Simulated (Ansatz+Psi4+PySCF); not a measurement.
Results of a calculation; reference values are marked as such.
## PySCF 2.14.0 run

```python
from pyscf import gto, scf, mp

mol = gto.M(atom="""
F 0.000000 0.000000 0.093390
H 0.000000 0.000000 -1.774390
""", basis='cc-pvtz', charge=0, spin=0)
mf = scf.UHF(mol)
mf.kernel()
pt = mp.MP2(mf, frozen=1).run()
print(mf.e_tot, pt.e_corr, pt.e_tot)
```

The script is written out from the run's settings.

Results

| Item | Value |
| --- | --- |
| Converged | yes |
| Reference energy | -99.82027 hartree |
| Correlation energy | -0.31602 hartree |
| Total energy | -100.13630 hartree |
| Spin squared of the determinant | 0.000 |

The reference isn't the lowest determinant (another lies 2.43 eV lower), but the same method gives a higher total on the lower determinant. Caution: bonds are stretched, where a single reference can fail.
